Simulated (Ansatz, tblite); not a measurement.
# (BeSe)2 ring (Be2Se2): one state, many levels

One table from this session's results is given with a row withheld; the runs are named, their logs left out.

Method: as each input shows; program: Ansatz 0.2.0, Gaussian basis.

Levels to be run: GFN1-xTB, GFN2-xTB, PBE-D4/def2-TZVP, r2SCAN-D4/def2-TZVP, PBE-QIDH/def2-TZVP, LC-ωPBE/def2-TZVP, LDA/def2-TZVP, revPBE-D4/def2-TZVP, HF/def2-TZVP, r2SCANh-D4/def2-TZVP, r2SCAN0-D4/def2-TZVP, PBE-D4/def2-SVP, PBE0-D4/def2-SVP, HF/STO-3G, HF/6-31G, B3LYP-D4/6-31G, PBE0-D4/def2-TZVPD, PBE-D4/def2-TZVPD, r2SCAN-D4/def2-TZVPD, CCSD(T)/def2-TZVPP, MP2/def2-TZVP, RPA/def2-TZVP.

### The structure

The singlet was relaxed beforehand with PBE0-D4/def2-TZVP.

4 atoms, charge 0, spin multiplicity 1.

Bond lengths: Be1–Se2 2.057 Å, Be1–Se4 2.057 Å, Se2–Be3 2.057 Å, Be3–Se4 2.057 Å. Angles: Se2–Be1–Se4 121.6°, Be1–Se2–Be3 58.4°, Se2–Be3–Se4 121.6°, Be1–Se4–Be3 58.4°.

Geometry (Å):

```mol
Be2Se2
  3D, bonds by distance, orders not assigned

  4  4  0  0  0  0  0  0  0  0999 V2000
   -0.6390   -0.4090    0.6563 Be  0  0
    0.8810    0.7903    1.3502 Se  0  0
    0.6390    0.4090   -0.6563 Be  0  0
   -0.8810   -0.7903   -1.3502 Se  0  0
  1  2  8  0
  1  4  8  0
  2  3  8  0
  3  4  8  0
M  END
```

PBE0-D4/def2-TZVP was run before; its log isn't repeated, and its numbers join the tables.

Set-up of the first run:

Tight binding, by tblite at 300 K electronic temperature and without a spin-polarisation term:

```python
tblite.interface.Calculator('GFN1-xTB', numbers, positions, charge=0, uhf=0).singlepoint()
```

Tight binding, by tblite at 300 K electronic temperature and without a spin-polarisation term:

```python
tblite.interface.Calculator('GFN2-xTB', numbers, positions, charge=0, uhf=0).singlepoint()
```

start.molden holds the orbitals of an earlier run on this state, given as this run's starting guess.

in.yaml reads:

```yaml
crystal:
  periodic: [false, false, false]
  atoms:
    - {symbol: Be, position_ang: [-0.638960, -0.409033, 0.656254]}
    - {symbol: Se, position_ang: [0.880975, 0.790274, 1.350151]}
    - {symbol: Be, position_ang: [0.638966, 0.409023, -0.656260]}
    - {symbol: Se, position_ang: [-0.880982, -0.790274, -1.350155]}
basis:
  gaussian: {orbitals: def2-TZVP, initial_orbitals: start.molden}
hamiltonian: {xc: pbe, dispersion: d4}
scf: {omitted_lower_state_checks: [starts]}
output: {orbitals: {seedname: orbitals}}
```

On the command line:

```
$ ansatz run in.yaml --threads 4 --pin off --events-out ev --progress --plain --max-ram 3916MiB
```

Steps of the session up to this table: PBE-D4/def2-TZVP; r2SCAN-D4/def2-TZVP; PBE-QIDH/def2-TZVP; LC-ωPBE/def2-TZVP; LDA/def2-TZVP; revPBE-D4/def2-TZVP; HF/def2-TZVP; r2SCANh-D4/def2-TZVP; r2SCAN0-D4/def2-TZVP; PBE-D4/def2-SVP; PBE0-D4/def2-SVP; HF/STO-3G; HF/6-31G; B3LYP-D4/6-31G; PBE0-D4/def2-TZVPD; PBE-D4/def2-TZVPD; r2SCAN-D4/def2-TZVPD; CCSD(T)/def2-TZVPP; MP2/def2-TZVP; RPA/def2-TZVP.

One of the session's tables, all rows but one given; the rest of the session is left out.

```
               level  HOMO (eV)  gap (eV)
           HF/STO-3G      -6.37      9.12
            HF/6-31G      -8.85      8.69
        HF/def2-TZVP      -8.81      8.50
       LDA/def2-TZVP      -5.76      1.94
     PBE-D4/def2-SVP      -5.52      1.87
    PBE-D4/def2-TZVP      -5.60      1.99
   PBE-D4/def2-TZVPD      -5.64      2.01
 revPBE-D4/def2-TZVP      -5.55      2.05
 r2SCAN-D4/def2-TZVP      -5.83      2.58
r2SCAN-D4/def2-TZVPD      -5.86      2.59
r2SCANh-D4/def2-TZVP      -6.20      3.19
      B3LYP-D4/6-31G      -6.34      3.21
    PBE0-D4/def2-SVP          ?         ?
   PBE0-D4/def2-TZVP      -6.60      3.74
  PBE0-D4/def2-TZVPD      -6.64      3.75
r2SCAN0-D4/def2-TZVP      -6.76      4.09
   LC-ωPBE/def2-TZVP      -9.04      8.10
```

**Question.** Estimate the row for PBE0-D4/def2-SVP.

The run gave: HOMO (eV): -6.55; gap (eV): 3.61. In the column «HOMO (eV)» it lies between PBE0-D4/def2-TZVP (-6.60) and HF/STO-3G (-6.37).
